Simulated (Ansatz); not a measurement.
**Al2 (singlet): RKS PBE0, RPA-PBE over a scan of the distance Al1–Al2, cc-pVDZ**

How well do these functionals follow the top wave-function level for Al2 (singlet) over a scan of the distance Al1–Al2?

Program: Ansatz 0.2.0, Gaussian basis. Level of theory: cc-pVDZ, all electrons in the functionals, frozen cores in the correlation of double hybrids and RPA. These are calculated values, not measurements.

Plan: RKS PBE0, RPA-PBE, at 2.381 Å; 2.773 Å; 3.031 Å; 3.361 Å; 3.753 Å; 4.259 Å; 4.840 Å; 5.735 Å; 6.764 Å; 7.985 Å; 10.284 Å.

18 further runs of the same task are left out: 1 for a mislabelled method, 13 that didn't finish, 4 set aside as unsound or not needed.

**1. The geometry**

The geometry derives from a PBE0/def2-TZVP stationary point (not a proven minimum). One bond is set to the value named and the two fragments are kept rigid.

2 atoms, charge 0, spin multiplicity 1.

Atoms are counted from 1 here; the program's logs count them from 0.

No contacts short enough for the rule that draws bonds.

No dispersion term is added.

The geometry shown and the zero of energy belong to the point 3.031 Å. The yardstick, FCI, and other wave-function levels (R restricted, U unrestricted, valence and pair active spaces) come from earlier runs.

**2. RKS PBE0, 2.381 Å**

File in.yaml:

```yaml
crystal:
  periodic: [false, false, false]
  atoms:
    - {symbol: Al, position_ang: [0.000000, 0.000000, 0.000000]}
    - {symbol: Al, position_ang: [0.000000, 0.000000, 2.381000]}
basis:
  gaussian: {orbitals: cc-pVDZ}
hamiltonian: {xc: {name: PBE0}}
```

On the command line:

```bash
$ ansatz run in.yaml --threads 1 --pin off --events-out ev --progress --plain --max-ram 2393MiB
```

The runs that follow: RKS PBE0, 2.773 Å; RKS PBE0, 3.031 Å; RKS PBE0, 3.361 Å; RKS PBE0, 3.753 Å; RKS PBE0, 4.259 Å; RKS PBE0, 4.840 Å; RKS PBE0, 5.735 Å; RKS PBE0, 6.764 Å; RKS PBE0, 7.985 Å; RKS PBE0, 10.284 Å; RPA-PBE, 2.381 Å; RPA-PBE, 2.773 Å; RPA-PBE, 3.031 Å; RPA-PBE, 3.361 Å; RPA-PBE, 3.753 Å; RPA-PBE, 4.259 Å; RPA-PBE, 4.840 Å; RPA-PBE, 5.735 Å; RPA-PBE, 6.764 Å; RPA-PBE, 7.985 Å; RPA-PBE, 10.284 Å.

Before running them: what should the planned runs give, taken together? Wanted: span of the FCI curve; largest miss, RKS PBE0.

**Answer**, as computed:

| quantity | value |
| --- | --- |
| span of the FCI curve | 0.904 eV |
| largest miss, RKS PBE0 | +1.362 eV (10.284 Å) |

RKS PBE0 strays by up to 1.362 eV, at 10.284 Å. Functionals and the yardstick converge differently with the basis, so part of each miss in cc-pVDZ is the basis.
